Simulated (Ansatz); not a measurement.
This Ansatz (a quantum-chemistry and plane-wave program) input (r2SCAN/def2-TZVPD) gives -330.52412 Eh with 125 basis functions. A basis named .json is the Basis Set Exchange file of that set (core-valence sets with the plain set on hydrogen).

Ansatz 0.2 input:
```yaml
crystal:
  periodic: [false, false, false]
  atoms:
    - {symbol: C, position_ang: [-0.00084066, 0.06417934, -1.20111192]}
    - {symbol: Si, position_ang: [0.00020234, 0.04776781, 0.68085373]}
    - {symbol: H, position_ang: [0.00228281, -0.95744935, -1.59188620]}
    - {symbol: H, position_ang: [-0.88652208, 0.57124442, -1.58638550]}
    - {symbol: H, position_ang: [0.88111184, 0.57700419, -1.58731491]}
    - {symbol: H, position_ang: [-1.21072394, -0.62626610, 1.22079099]}
    - {symbol: H, position_ang: [1.21606260, -0.61835849, 1.21951500]}
basis:
  gaussian:
    orbitals: def2-TZVPD
hamiltonian:
  xc: {name: r2SCAN}
magnetization: {spin_polarized: true, initial_magnetization: 1}
```

Change:
```diff
- orbitals: def2-TZVPD
+ orbitals: jun-cc-pV_T+d_Z.json
```

Problem. What does the run give now?

Solution. -330.53007 Eh (r2SCAN/jun-cc-pV(T+d)Z, 157 functions), a change of -5.95 mEh.
